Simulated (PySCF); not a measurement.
**Computed data sheet: `Cl[Si]Cl` [singlet]**

Species: SiCl₂ (singlet state).
Geometry (PBE0-D3(BJ)/def2-TZVP, Å), atoms numbered from 1 in this order:
```xyz
3
SiCl2 angstrom
Cl    -1.542   -0.689   -0.116
Si     0.039    0.658   -0.140
Cl     1.672   -0.626   -0.140
```

**PBE0-D3(BJ)/def2-TZVP geometry optimisation, gas phase (PySCF)**

```
Point group                  : C2v
Rotational constants A, B, C : 14.602, 2.797, 2.347 GHz
```

From CAM-B3LYP/aug-cc-pVTZ ground state and vertical TDDFT (core frozen in the response) (PySCF):

```
Dipole moment                                                     : 1.04 D
HOMO energy                                                       : -9.07 eV
LUMO energy                                                       : -1.84 eV
HOMO–LUMO gap                                                     : 7.23 eV
Lowest singlet excitation                                         : 3.84 eV (323 nm, f = 0.031)
Strongest line among the 10 lowest singlet transitions            : S6 at 6.80 eV (182 nm, f = 0.295)
Lowest triplet excitation (Tamm–Dancoff)                          : 2.36 eV
Static isotropic polarisability                                   : 57.7 au
Electronic spatial extent ⟨r²⟩ about the centre of nuclear charge : 461 bohr²
```

B97-2/pcSseg-2 ground state and GIAO shieldings, non-relativistic (PySCF):

```
Isotropic shieldings of nuclei other than C and H, by class : 76 (Si2), 439 (Cl1/Cl3) ppm
```

Monoisotopic mass (most abundant isotopes): 97.9146 u.

S1 lies 3.39 eV below the HOMO–LUMO gap; its leading configuration is HOMO→LUMO, weight 0.99. No computed singlet falls in the visible range (750 to 380 nm, 1.65 to 3.26 eV); S1 lies 0.58 eV above its blue end. A dipole of 1.04 D is allowed in C2v, and pure rotational transitions are dipole-allowed. The rotational constants make it an asymmetric top with κ = (2B − A − C)/(A − C) = -0.93, nearer the prolate limit (−1). The dipole equals about 3.5 × 10⁻³⁰ C·m (1 D = 3.33564 × 10⁻³⁰ C·m). The polarisability is 8.54 Å³ as a volume (1 au = 0.148185 Å³), or 1.20 au for each of the 48 electrons. In wavenumbers S1 is 31000 cm⁻¹ (1 eV = 8065.54 cm⁻¹).

Geometry: PBE0-D3(BJ)/def2-TZVP; no solvent, vibrations or thermal averaging.

For the NMR shielding job (B97-2/pcSseg-2), time: 6.5 s wall; peak memory 0.53 GiB. Hardware: one thread, Arm Neoverse N1 (aarch64) (shared host).
